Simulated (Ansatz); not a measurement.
Ansatz (a program for electronic structure) input:

Ansatz 0.2 input:
```yaml
crystal:
  periodic: [false, false, false]
  atoms:
    - {symbol: C, position_ang: [-0.54488980, 0.30086920, -0.00442414]}
    - {symbol: C, position_ang: [0.63260161, -0.28325861, 0.00186343]}
    - {symbol: F, position_ang: [-1.68741280, -0.40306807, -0.00564976]}
    - {symbol: H, position_ang: [-0.73430722, 1.36482587, -0.01043075]}
    - {symbol: H, position_ang: [0.72766294, -1.35456547, 0.00781334]}
    - {symbol: H, position_ang: [1.53193921, 0.30227701, 0.00259952]}
basis:
  gaussian:
    orbitals: def2-TZVP
hamiltonian:
  xc: b3lyp
  dispersion: d3bj
relax: {f_tol: 0.002, max_steps: 150}
```

### Question
What final total energy does it print?

### Answer
-177.90993 Eh (B3LYP-D3(BJ)/def2-TZVP). The basis has 111 functions. The run takes roughly 23 core-seconds.
